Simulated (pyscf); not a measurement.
This saddle point was located with ωB97X-D3(BJ)/def2-SVP in PySCF.

```
C
O 1 1.3548
H 2 0.9671 1 109.00
H 1 1.0980 2 117.68 3 -49.43
H 1 1.1014 4 110.52 2 126.92
H 1 1.4546 4 121.97 5 98.01
C 6 1.1714 1 95.73 4 41.38
C 7 1.3403 6 116.34 1 105.65
H 7 1.0957 6 108.18 1 -94.86
H 8 1.1114 7 112.21 9 173.13
```
Charge 0, spin multiplicity 1.

Surface: singlet, charge 0. Lowest wavenumbers (cm⁻¹): 1151i, 169, 254, 397, 519.

Q: Name the species on either side of this saddle.

A: acetylene (HC≡CH) + methanol (H₃C–OH) ⇌ H₂C=CH–CH₂–OH, an addition across a multiple bond or ene-type step read from left to right: C–H broken and C–C, C–H formed. At CCSD(T)/def2-TZVPP + ΔMP2(QZVPP) it lies +303.7 kJ/mol from the left side and +470.5 kJ/mol from the right (each side as separated species at their lowest minima found). At the saddle there is also a short C–H contact that neither side keeps. From the product side, •H₂C–CH=CH₂ + OH• lies, by one bond made or cut, 117.0 kJ/mol under this saddle at ωB97M-D3(BJ). H₂C=CH–CH₂–OH lies 44.3 kJ/mol over its isomer H₂C=C(CH₃)–OH, and others may lie lower still (electronic energy, ωB97M-D3(BJ)). One saddle was located; it need not be the lowest between these sides. The CCSD(T) − MP2 part came from Ansatz, without density fitting, on the same reference.
